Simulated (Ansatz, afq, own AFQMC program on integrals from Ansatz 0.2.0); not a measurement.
## AlBH, quartet: AFQMC among the cluster methods

```yaml
atoms:
  - { symbol: B, position_ang: [0.0000, 0.0000, 0.2519] }
  - { symbol: Al, position_ang: [0.0000, 0.0000, -1.6889] }
  - { symbol: H, position_ang: [0.0000, 0.0000, 1.4370] }
```

Connectivity, by distances: BH–Al.

Basis 6-31G. Only valence electrons are correlated. Ansatz 0.2.0 and our own AFQMC program on the same integrals; the CISD trial comes from CCSD amplitudes, and released means the phaseless constraint is let go. Uncertainties: one standard error, sampling alone.

Determinant: UHF, the one that the program's search chose, which needn't be the lowest solution. The geometry is a point of a scan.

Full CI on the same integrals is exact in this basis and with this determinant's frozen core.

Cautions: lower spins were not checked.

```
T1 diagnostic                               : 0.0246
weight of the determinant in the CISD state : 0.913
⟨S²⟩ of the determinant                     : 3.759
size of the correlated space                : 7 electrons in 18 orbitals
```

```json
{"level": "MP2", "correlation energy (eV)": "-1.7207"}
{"level": "CCSD", "correlation energy (eV)": "-2.2673"}
{"level": "CCSD(T)", "correlation energy (eV)": "-2.3362"}
```

Estimate where full CI lies against CCSD(T) on the same integrals.

1.15 mEh below CCSD(T).

Reference: full CI, correlation energy -2.368 eV. The released energy is read at 2.40 1/Eh (meV from the phaseless value at times in 1/Eh: -3.0 ± 2.1 at 0.24, -5.6 ± 1.6 at 0.51, -9.6 ± 1.3 at 0.99, -9.2 ± 1.2 at 1.62, -13.0 ± 1.5 at 2.40).

```
         level  E − E(reference) (mEh)  share of correlation (%)
       CCSD(T)                    1.15                     98.68
         CCSDT                    0.33                     99.62
      CCSDT(Q)                    0.08                     99.91
        CCSDTQ                    0.02                     99.98
   ph-AFQMC/HF             5.11 ± 0.75                     94.13
 ph-AFQMC/CISD             0.62 ± 0.11                     99.29
released AFQMC             0.14 ± 0.06                     99.84
```

CCSDT and higher add their correlation energy to the determinant of the CCSD(T) run, since their own runs factorise the integrals more tightly (a shift of under 2 meV). A walk keeps the symmetry of its determinant, which the program's search chose and which needn't be the lowest solution, so a lower state of the same spin and another symmetry isn't excluded. Released energies are given only where the last usable release times agree within the noise; a slower fall can still hide under it.
